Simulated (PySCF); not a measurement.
**Stretching SiO**

Set-up: Si x2c-SVPall, O x2c-SVPall; spin-free X2C with a Gaussian nucleus (PySCF 2.14). Energies in eV from Si + O in their ground configurations at the same level. State: ¹Σ⁺ (singlet), closed shell.

Curves on a restricted Hartree–Fock reference rise too fast on stretching and do not dissociate correctly.

| R (Å) | RHF-CCSD |
| --- | --- |
| 1.372 | -6.159 |
| 1.433 | -6.801 |
| 1.478 | -7.035 |
| 1.524 | -7.107 |
| 1.570 | -7.053 |
| 1.631 | -6.832 |
| 1.707 | -6.387 |
| 1.798 | -5.700 |

Problem. Put a parabola through the three lowest points of the RHF-CCSD curve and estimate Re, k and ωe (reduced mass 10.18 u; 1 eV/Å² = 0.16022 mdyn/Å; ωe = 1302.8·√(k/μ) cm⁻¹).

Solution. Through R = 1.478, 1.524, 1.57 Å the second-order coefficient is 29.8 eV/Å², so Re ≈ 1.527 Å, k ≈ 9.54 mdyn/Å and ωe ≈ 1261 cm⁻¹. A polynomial fit of higher order to the unrounded RHF-CCSD energies gives Re = 1.525 Å, k = 9.59 mdyn/Å, ωe = 1265 cm⁻¹; anharmonicity and rounding make the difference.

The higher-order fit for each curve: RHF-CCSD: Re = 1.525 Å, ωe = 1265 cm⁻¹, De = 7.11 eV.

Correlated steps freeze 6 core orbitals. Correlated levels converge slowly with the basis: in double zeta they bind strong bonds too weakly, by up to about 1 eV, and carry superposition errors of some tenths. Where the molecule has an RHF reference, its open-shell atoms are computed with UHF. The CCSD T1 diagnostic is raised, a sign that a single reference may not be enough here.
